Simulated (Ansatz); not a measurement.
`FCCOCF` → `CC(O)(F)CF`  (isomerisation)

Calculated with Ansatz (gas phase, PBE0-D4/def2-TZVP geometries, no zero-point term in ΔE). CCSD(T)/CBS is the MP2 limit (def2-TZVPP, def2-QZVPP) plus CCSD(T) − MP2 in def2-TZVPP, frozen cores. Functionals use def2-TZVPP. B3LYP here is the variant with VWN-RPA as its local correlation; programs differ in this. Each species was taken in one conformer, which may not be the lowest.

`FCCOCF`:

Cartesian coordinates in Å:
```
F 1.327 1.686 -1.175
C 0.015 1.266 -1.250
C -0.163 -0.046 -0.548
O -0.045 0.158 0.846
C 0.111 -0.984 1.573
F -1.048 -1.738 1.575
H -0.614 2.034 -0.792
H -0.249 1.159 -2.307
H -1.152 -0.452 -0.793
H 0.598 -0.759 -0.892
H 0.322 -0.693 2.603
H 0.898 -1.630 1.161
```

`CC(O)(F)CF`:

Cartesian coordinates in Å:
```
C 0.949 -0.960 0.430
C -0.254 -0.289 -0.175
O -0.189 -0.386 -1.543
F -1.394 -0.960 0.270
C -0.404 1.156 0.270
F -1.391 1.762 -0.484
H 0.903 -0.915 1.519
H 1.866 -0.482 0.083
H 0.957 -2.005 0.120
H -0.880 0.178 -1.913
H -0.693 1.205 1.321
H 0.530 1.697 0.104
```

(1) Is it downhill or uphill in electronic energy at CCSD(T)/CBS, and by how much? (An estimate is asked.)

(2) What do these levels give: r2SCAN-D4, PBE0, B3LYP, CCSD/def2-SVP, SCS-MP2/def2-QZVPP, MP2/CBS(def2)? (Estimate.)

(3) What do rigid-rotor, harmonic-oscillator terms from PBE0-D4/def2-TZVP frequencies (298.15 K, 1 bar) make of the CCSD(T)/CBS value? (Best estimate.)

Largest T1 diagnostic among the species: 0.011.

Answers

(1) Ansatz gave: Downhill: ΔE = -77.1 kJ/mol.

(2) The calculation gave: r2SCAN-D4 -77.4, PBE0 -71.6, B3LYP -63.6, CCSD/def2-SVP -76.7, SCS-MP2/def2-QZVPP -72.9, MP2/CBS(def2) -80.6 kJ/mol.

(3) Ansatz gave: ΔZPE = -3.4 kJ/mol, ΔH = -80.5 kJ/mol, ΔS = -13 J/(mol·K), ΔG = -76.5 kJ/mol. Modes under 50 cm⁻¹ make the entropy rough.

The D4 term adds −3.4 kJ/mol with B3LYP and −1.7 kJ/mol with PBE0; it sums over pairs of atoms, weighted by their polarisabilities, and B3LYP, whose exchange is more repulsive, gets the larger term. From BLYP to BHLYP (50 % exact exchange), in def2-TZVPP and without D4, ΔE moves by −7.4 kJ/mol.
